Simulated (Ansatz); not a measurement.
## [BH4]− (borohydride): methods side by side

[BH4]− has 5 atoms, charge -1, and is taken as a singlet. As SMILES, `[BH4-]`. The coordinates come from a GFN2-xTB relaxation.

```
atom    x (Å)    y (Å)    z (Å)
   B   0.0001   0.0002  -0.0001
   H   0.6837   0.9970   0.2177
   H   0.7263  -0.9885  -0.0671
   H  -0.6004   0.1397  -1.0634
   H  -0.8097  -0.1484   0.9129
```

Quantity: the energy change with the B1–H2 bond stretched from 1.228 to 2.456 Å, in eV. The values are calculated.

| level | kind | program | value (eV) | less CCSD(T)/6-31G |
| --- | --- | --- | --- | --- |
| HF/6-31G (restricted) | Hartree–Fock | Ansatz | 2.75 | +0.28 |
| SVWN5/6-31G (restricted) | LDA | Ansatz | 2.69 | +0.22 |
| BLYP/6-31G (restricted) | GGA | Ansatz | 2.42 | -0.05 |
| B3LYP/6-31G (restricted) | global hybrid | Ansatz | 2.61 | +0.14 |
| CAM-B3LYP/6-31G (restricted) | range-separated hybrid | Ansatz | 2.76 | +0.29 |
| MP2/6-31G (restricted) | perturbation theory | Ansatz | 2.75 | +0.28 |
| CCSD(T)/6-31G (restricted) | coupled cluster or CI | Ansatz | 2.47 | 0.00 |
| CCSDT(Q)/6-31G (restricted) | coupled cluster or CI | Ansatz | 2.47 | 0.00 |
| FCI/3-21G | exact in the basis | Ansatz | 2.56 | +0.09 |

Differences are taken from CCSD(T)/6-31G (restricted) for orientation; it has basis-set and higher-order errors of its own. Its T1 diagnostic reaches 0.041, a sign that one reference may not serve. At this stretch a single reference begins to fail. Sets without diffuse functions describe the anion poorly. The first shape isn't each level's own minimum. The values span 2.42 to 2.76 eV. All rows use very small basis sets, so even the best lies far from the true value.
